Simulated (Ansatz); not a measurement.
## What a trial cell of Hf relaxes into

All numbers below come from DFT r2SCAN, scalar-relativistic, plane waves, PAW in Ansatz. Cutoff 500 eV, Γ-centred k mesh, Gaussian smearing, no spin polarisation in the final step.

Hf was placed on the simple cubic structure type (Pm-3m, No. 221), at a guessed volume.

```xyz
1
Lattice="2.8566 0.0000 0.0000 0.0000 2.8566 0.0000 0.0000 0.0000 2.8566" Properties=species:S:1:pos:R:3 pbc="T T T"
Hf    0.0000    0.0000    0.0000
```

Cell and atoms relax at zero pressure; the relaxation can't lower the symmetry of the start.

Energies count from the standard state of Hf at the same level.

Question: Which crystal results?

Answer: It keeps Pm-3m (No. 221). The result has the simple cubic structure. Conventional cell: a = 2.895 Å. Hf is coordinated by 6 Hf at 2.90 Å.

```
Hf
1.0
     2.89531    0.00000    0.00000
     0.00000    2.89531    0.00000
     0.00000    0.00000    2.89531
Hf
1
Direct
  0.00000 0.00000 0.00000
```

Question: What are its volume, energy, density and gap?

Answer: The volume per atom is 24.27 Å³. The density is 12.21 g/cm³. The energy over the standard structure is 1.21 eV/atom and the gap on the 20×20×20 mesh is 0 eV (a metal).

The final run used a 20×20×20 mesh on its 1-atom cell and 0.10 eV smearing. The k mesh leaves about 4 meV/atom of noise in metals. Spin–orbit coupling is left out. A structure relaxed within its symmetry needn't be a true minimum.